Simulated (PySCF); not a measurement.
Species: C3H4.
Structure used (PBE0-D3(BJ)/def2-TZVP), in Å, numbered top down from 1:
```
atom  x, y, z in Å
C1     1.6998    0.0952   -0.0917
C2     0.5033    0.0266   -0.0325
C3    -0.9418   -0.0595    0.0399
H4     2.7608    0.1551   -0.1438
H5    -1.3190   -0.8336   -0.6322
H6    -1.4032    0.8892   -0.2443
H7    -1.2661   -0.3026    1.0543
```

Computed with PBE0-D3(BJ)/def2-TZVP geometry optimisation, gas phase in PySCF.

Masses are those of the commonest isotopes; rigid-rotor values at the optimised geometry. 

Q: What are A, B and C (MHz)?

A: Ia = 3.15, Ib = 58.46, Ic = 58.46 u·Å²; 505379 MHz·u·Å²/I gives A = 160384, B = 8645, C = 8644 MHz.

Q: What kind of rotor is it?

A: A prolate symmetric top, as the point group C3v requires two equal moments. Ray's parameter κ = (2B − A − C)/(A − C) = -1.000; −1 is the prolate and +1 the oblate limit.

Q: Where do the R-branch lines fall?

A: The dipole of 0.84 D lies along the symmetry axis, so ΔK = 0 and J+1 ← J falls at 2B(J+1) for every K: 17.29 GHz, 34.58 GHz, 51.87 GHz, 69.16 GHz, 86.44 GHz for J = 0 to 4.

Q: Estimate the classical rotational partition function at 200 K and 500 K.

A: Point group C3v, symmetry number σ = 3; q = (√π/σ)·√((kT/h)³/(ABC)), k/h = 20836.6 MHz/K: 1450 at 200 K, 5740 at 500 K.

No frequency check. These are rigid-rotor constants of the computed structure; measured ground-state constants (B0) also hold zero-point vibration.
